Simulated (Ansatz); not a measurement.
We consider rock-salt HfN, described by revPBE (Ansatz, a quantum-chemistry and plane-wave program, PAW).

Settings: plane-wave cutoff 520 eV, 22×22×22 k mesh, Fermi–Dirac smearing 0.05 eV, scalar-relativistic PAW data made under PBE.

Cell (relaxed at this level):

Space group Fm-3m (No. 225); a = b = c = 4.567 Å, α = β = γ = 90.00°

| atom | site | symmetry | x | y | z |
|---|---|---|---|---|---|
| Hf | 4a | m-3m | 0.0000 | 0.0000 | 0.0000 |
| N | 4b | m-3m | 0.5000 | 0.5000 | 0.5000 |
(The calculation used a cell of 2 atoms; values per cell refer to that cell.)

### Question
What does this level give for the bulk modulus B0 and pressure derivative B′ of the bulk modulus?

### Answer

* **bulk modulus B0**: 253 GPa
* **pressure derivative B′ of the bulk modulus**: 4.3

The run finds no gap.

Measured, for comparison: bulk modulus 260 GPa (room temperature, no zero-point or thermal correction, our sources range from 260 to 306; as tabulated in Synthesis of Binary Transition Metal Nitrides, Carbides and Borides from the …). Computed (rounded) less measured: bulk modulus not scored (sources differ).

Spin–orbit coupling is not included.

Static lattice: no zero-point or thermal effects.

Cost on a shared machine: about 100 core-seconds (a rough figure).
